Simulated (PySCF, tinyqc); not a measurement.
G0W0 on RHF in the sto-6g basis, for OH-, spin multiplicity 1, step by step. The basis has no diffuse functions, so it cannot describe the extra electron: this is an exercise in the method, not the real anion. The lowest restricted solution is unstable here: a spin-polarised one lies 0.0001 hartree lower (PySCF). One step of it, computed by the program tinyqc.

Question. Integrals over molecular orbitals. (pq|rs) = sum C_ip C_jq C_kr C_ls (ij|kl), one index at a time.

coefficients C, order 1O 1s, 1O 2s, 1O 2px, 1O 2py, 1O 2pz, 2H 1s:
```
[[0.996967, -0.244577, 0.049228, 0.000000, 0.000000, -0.038779],
 [0.012907, 0.998355, -0.263944, 0.000000, 0.000000, 0.204852],
 [0.000000, 0.000000, 0.000000, 0.992063, -0.125744, 0.000000],
 [0.000000, 0.000000, 0.000000, 0.125744, 0.992063, 0.000000],
 [0.000786, -0.022223, 0.445248, 0.000000, 0.000000, 0.920368],
 [-0.001601, 0.109160, 0.822090, 0.000000, 0.000000, -0.638480]]
```

core Hamiltonian H = T + V (hartree), order 1O 1s, 1O 2s, 1O 2px, 1O 2py, 1O 2pz, 2H 1s:
```
[[-32.289396, -7.130120, 0.000000, 0.000000, -0.006898, -0.517879],
 [-7.130120, -8.515834, 0.000000, 0.000000, -0.082053, -1.362274],
 [0.000000, 0.000000, -6.813293, 0.000000, 0.000000, 0.000000],
 [0.000000, 0.000000, 0.000000, -6.813293, 0.000000, 0.000000],
 [-0.006898, -0.082053, 0.000000, 0.000000, -6.853653, -1.113444],
 [-0.517879, -1.362274, 0.000000, 0.000000, -1.113444, -3.324657]]
```

Two-electron integrals (ij|kl) in chemists' order, unique and non-zero (hartree):
```
(11|11) 4.787491   (21|11) 0.675884   (21|21) 0.121505   (22|11) 1.117379
(22|21) 0.249212   (22|22) 0.817383   (31|31) 0.025762   (32|31) 0.039145
(32|32) 0.180664   (33|11) 1.117381   (33|21) 0.249212   (33|22) 0.817382
(33|33) 0.880663   (41|41) 0.025762   (42|41) 0.039145   (42|42) 0.180664
(43|43) 0.047461   (44|11) 1.117381   (44|21) 0.249212   (44|22) 0.817382
(44|33) 0.785741   (44|44) 0.880663   (51|51) 0.025762   (52|51) 0.039145
(52|52) 0.180664   (53|53) 0.047461   (54|54) 0.047461   (55|11) 1.117381
(55|21) 0.249212   (55|22) 0.817382   (55|33) 0.785741   (55|44) 0.785741
(55|55) 0.880663   (61|11) 0.051696   (61|21) 0.008923   (61|22) 0.017954
(61|33) 0.017917   (61|44) 0.017917   (61|51) 0.000437   (61|52) 0.000863
(61|55) 0.018026   (61|61) 0.000668   (62|11) 0.153227   (62|21) 0.034789
(62|22) 0.129994   (62|33) 0.127729   (62|44) 0.127729   (62|51) 0.002787
(62|52) 0.022273   (62|55) 0.134524   (62|61) 0.002579   (62|62) 0.028338
(63|31) 0.003477   (63|32) 0.020777   (63|53) 0.004391   (63|63) 0.003560
(64|41) 0.003477   (64|42) 0.020777   (64|54) 0.004391   (64|64) 0.003560
(65|11) 0.124235   (65|21) 0.028554   (65|22) 0.113522   (65|33) 0.108845
(65|44) 0.108845   (65|51) 0.005355   (65|52) 0.038109   (65|55) 0.122876
(65|61) 0.002192   (65|62) 0.030019   (65|65) 0.034862   (66|11) 0.356636
(66|21) 0.082386   (66|22) 0.353322   (66|33) 0.342396   (66|44) 0.342396
(66|51) 0.006648   (66|52) 0.075731   (66|55) 0.375173   (66|61) 0.006122
(66|62) 0.108516   (66|65) 0.130090   (66|66) 0.774999
```

Give: one-electron integrals over orbitals h = C^T H C; Two-electron integrals over orbitals.

Answer.

one-electron integrals over orbitals h = C^T H C (hartree):
```
[[-32.2771, 0.6336, -0.1249, 0.0000, 0.0000, 0.1010],
 [0.6336, -7.2406, 0.5441, 0.0000, 0.0000, -0.4846],
 [-0.1249, 0.5441, -4.3387, 0.0000, 0.0000, -1.6262],
 [0.0000, 0.0000, 0.0000, -6.8133, 0.0000, 0.0000],
 [0.0000, 0.0000, 0.0000, 0.0000, -6.8133, 0.0000],
 [0.1010, -0.4846, -1.6262, 0.0000, 0.0000, -5.8447]]
```

Two-electron integrals over orbitals (pq|rs), unique and non-zero (hartree):
```
(11|11) 4.7644     (21|11) -0.4750    (21|21) 0.0760     (22|11) 1.1043
(22|21) -0.0217    (22|22) 0.7700     (31|11) 0.0973     (31|21) -0.0159
(31|22) 0.0041     (31|31) 0.0089     (32|11) -0.1392    (32|21) 0.0043
(32|22) -0.0695    (32|31) 0.0079     (32|32) 0.0798     (33|11) 0.5630
(33|21) -0.0037    (33|22) 0.4824     (33|31) 4.35e-04   (33|32) 0.0388
(33|33) 0.6100     (41|41) 0.0266     (42|41) 0.0353     (42|42) 0.1669
(43|41) -0.0065    (43|42) -0.0277    (43|43) 0.0179     (44|11) 1.1171
(44|21) -0.0128    (44|22) 0.7907     (44|31) 0.0025     (44|32) -0.0766
(44|33) 0.4660     (44|44) 0.8807     (51|51) 0.0266     (52|51) 0.0353
(52|52) 0.1669     (53|51) -0.0065    (53|52) -0.0277    (53|53) 0.0179
(54|54) 0.0475     (55|11) 1.1171     (55|21) -0.0128    (55|22) 0.7907
(55|31) 0.0025     (55|32) -0.0766    (55|33) 0.4660     (55|44) 0.7857
(55|55) 0.8807     (61|11) -0.0774    (61|21) 0.0120     (61|22) -0.0043
(61|31) 0.0086     (61|32) 0.0178     (61|33) -0.0010    (61|44) -0.0021
(61|55) -0.0021    (61|61) 0.0240     (62|11) 0.0940     (62|21) -0.0038
(62|22) 0.0449     (62|31) 0.0148     (62|32) 0.0672     (62|33) 0.0090
(62|44) 0.0523     (62|55) 0.0523     (62|61) 0.0268     (62|62) 0.1212
(63|11) 0.3218     (63|21) -0.0045    (63|22) 0.1903     (63|31) -0.0016
(63|32) -0.0779    (63|33) -0.0647    (63|44) 0.1943     (63|55) 0.1943
(63|61) -0.0060    (63|62) 0.0040     (63|63) 0.1873     (64|41) 0.0051
(64|42) 0.0207     (64|43) 0.0174     (64|64) 0.0382     (65|51) 0.0051
(65|52) 0.0207     (65|53) 0.0174     (65|65) 0.0382     (66|11) 0.9515
(66|21) -0.0112    (66|22) 0.6840     (66|31) 0.0065     (66|32) -0.0128
(66|33) 0.5571     (66|44) 0.6767     (66|55) 0.6767     (66|61) 0.0065
(66|62) 0.0612     (66|63) 0.1088     (66|66) 0.7010
```
